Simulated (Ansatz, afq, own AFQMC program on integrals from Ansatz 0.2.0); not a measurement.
Two steps: Ansatz 0.2.0 writes the Fock matrix and Cholesky factors of the valence space, and afq projects on them the lowest state that overlaps trial and start.

```yaml
crystal:
  periodic: [false, false, false]
  atoms:
    - {symbol: N, position_ang: [0.000000, 0.000000, 0.510827]}
    - {symbol: C, position_ang: [0.000000, 0.000000, -0.774802]}
    - {symbol: H, position_ang: [0.000000, 0.856858, 1.066986]}
    - {symbol: H, position_ang: [0.000000, -0.856858, 1.066986]}
basis:
  gaussian: {orbitals: cc-pVDZ}
total_charge: 1
magnetization: {spin_polarized: false, initial_magnetization: 2}
correlation: {method: ccsd_t, electrons: outside_noble_gas, hamiltonian_folder: ham}
```

```sh
$ ansatz run in.yaml --threads 1 --pin off --events-out ev --progress --plain --max-ram 24576MiB --backend cuda --devices 0, --max-vram 18GiB
```

afq runs on the folder ham with

```
--method free --trial cisd --walkers 4000 --time-step 0.03 --max-blocks 4000 --target-error 0.00038 --factor-cut 1e-05 --seed 8936 --times 0,0.21,0.42,0.81,1.2,1.8,2.4,3 --taylor-order 8
```

Times are imaginary, in 1/Eh. The walk had a cap of 61 s.

Output of the walk:

```
orbitals 36  electrons 6 4  factors 279 of 356
reference energy -93.04047042 Eh
CCSD correlation -0.25758932 Eh in 12 cycles, weight of the determinant in the CISD state 0.8838
repeat  energy at the last time / Eh  error
    10  -93.308310  0.000220
    20  -93.308206  0.000152
    30  -93.308035  0.000126
time / (1/Eh)  energy / Eh  error  mean overlap
  0.00  -93.298084  0.000039  1.1315
  0.21  -93.303450  0.000052  1.1302
  0.42  -93.305497  0.000060  1.1296
  0.81  -93.306920  0.000068  1.1311
  1.20  -93.307471  0.000073  1.1302
  1.80  -93.307763  0.000092  1.1342
  2.40  -93.307968  0.000105  1.1352
  3.00  -93.308017  0.000123  1.1432
energy -93.308017 +/- 0.000123 Eh
```

The run passed its tests (error under three times the target), which doesn't prove that it has relaxed.

Against this walk (error 3.4 meV) on the same determinant: CCSD(T) 40.7 meV higher, CCSDT(Q) 3.0 meV lower (within the noise). The error is statistical, and a free projection of finite length keeps a remainder of its start.

Cautions: remainder of the start not in the error; another spin lies lower (by 2.36 eV); a spin-contaminated unrestricted determinant lies lower (UHF 350 meV lower, ⟨S²⟩ 2.25).

The walk took 23 s on 1 × NVIDIA H100 80GB HBM3 with 2 threads of AMD EPYC 7R13 Processor (Zen 3) (shared host) (the card was shared). The log's last line is the free-projection energy.

CCSDT and higher add their correlation energy to the determinant of the CCSD(T) run, since their own runs factorise the integrals more tightly (a shift of under 2 meV). A walk keeps the symmetry of its determinant, which the program's search chose and which needn't be the lowest solution, so a lower state of the same spin and another symmetry isn't excluded.
